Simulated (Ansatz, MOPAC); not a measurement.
Ligands exchanged one at a time, Si Cl-H. Isolated molecules, 0 K electronic values unless said otherwise. Strings in code marks are SMILES.

Quantity: vertical ionisation energy (energy after one electron is removed minus that of the parent at the parent's geometry), in eV.

Level 1: frozen-core CCSD(T)/cc-pVTZ // CAM-B3LYP-D3(BJ)/def2-TZVP (Ansatz, a program for electronic structure)
Level 2: frozen-core MP2/cc-pVTZ // CAM-B3LYP-D3(BJ)/def2-TZVP (Ansatz)
Level 3: minus the HOMO energy of PM3 // CAM-B3LYP-D3(BJ)/def2-TZVP (MOPAC)
Level 4: minus the HOMO energy of PM7 // CAM-B3LYP-D3(BJ)/def2-TZVP (MOPAC)

```
species     level 1  level 2  level 3  level 4
----------  -------  -------  -------  -------
`[SiH3]Cl`    11.70    11.97    10.23    11.54
`[SiH4]`      12.80    12.84    11.80    12.48
```
